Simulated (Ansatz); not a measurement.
A calculation with Ansatz (development build ahead of 0.2.0).

```yaml
crystal:
  periodic: [false, false, false]
  atoms:
    - { symbol: C, position_ang: [0.05895, -0.04631, -0.00236] }
    - { symbol: F, position_ang: [1.19083, 1.19389, 1.13577] }
    - { symbol: F, position_ang: [1.11725, -1.15023, -1.06858] }
    - { symbol: F, position_ang: [-1.09821, 1.11638, -1.1977] }
    - { symbol: F, position_ang: [-1.16906, -1.10651, 1.19994] }
basis:
  gaussian: { orbitals: def2-SVP }
hamiltonian:
  xc: hf
```

The input is written out in the form of the current development build from the run's settings.

Output:

```json
{"Converged": "yes", "Total energy": "-434.57974 hartree", "Spin squared of the determinant": "0.000"}
```

Caution: stretched shape with no unrestricted run beside it, a lower state can exist.
